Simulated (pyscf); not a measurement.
HO–SiH₂–F + NH₃ -> H₂O + H₂N–SiH₂–F, a four-centre exchange (singlet surface; O–Si, H–N broken, H–O, N–Si formed). Single points on ωB97X-D3(BJ)/def2-SVP structures (PySCF, gas phase). MP2 and CC: frozen core, UHF for open shells. ΔMP2 is the change of the MP2 total energy from the triple- to the quadruple-zeta basis. Energies in kcal/mol from the separated reactants.

Small-basis levels: PySCF, no dispersion term, spherical d functions. AM1 to PM7: differences of heats of formation from MOPAC, which are fitted to 298 K values and so differ in kind from electronic energies by zero-point and thermal terms. GFN2-xTB: tblite. Cost: rough CPU time at the saddle relative to B3LYP/6-31G*, from one job on a shared machine.

```
level                             barrier  reaction energy        cost
--------------------------------  -------  ---------------  ----------
HF/STO-3G                            31.7             +4.3        0.02
PBE/6-31G*                            [?]            +11.4           1
B3LYP/STO-3G                         -0.4             +6.9         0.5
B3LYP/LANL2DZ                         7.5             +0.3         0.6
M06-2X/6-31G*                        20.7            +11.4           2
B3LYP/def2-SVP                       20.5            +10.0         0.7
GFN2-xTB                             30.9            +16.1  under 0.02
AM1                                   [?]             -9.2  under 0.02
PM7                                  31.8             +6.2  under 0.02
CCSD(T)/def2-TZVPP + ΔMP2(QZVPP)      [?]             +9.4           –
```

Task: Fill in the missing entries.

Result: 
- PBE/6-31G*, barrier: 16.9
- AM1, barrier: 36.1
- CCSD(T)/def2-TZVPP + ΔMP2(QZVPP), barrier: 26.6

Against the last row the barrier runs from -27.0 (B3LYP/STO-3G) to +9.5 kcal/mol (AM1); GFN2-xTB happens to lie closest here (4.3 kcal/mol apart). At B3LYP/STO-3G this geometry lies under one side, so the entry may be no barrier of that level: it is a single point on another level's saddle. CCSD(T)/def2-TZVPP + ΔMP2(QZVPP) has limits of its own. On the reactant side the descent ends in an adduct with a N–Si contact, 4.4 kcal/mol under the separated species and 27.7 kcal/mol under the saddle at ωB97X-D3(BJ)/def2-TZVP. On the product side the descent ends in a complex, 4.6 kcal/mol under the separated species and 18.4 kcal/mol under the saddle at ωB97X-D3(BJ)/def2-TZVP. What is counted as formed (N–Si) is already present as a longer contact in the reactant adduct; forming that adduct is a step of its own. At ωB97X-D3(BJ)/def2-TZVP the barrier from the zero used here is 23.3 kcal/mol. This is the saddle that the search found; another between the same sides may lie lower. The CCSD(T) − MP2 part came from Ansatz, without density fitting, on the same reference.
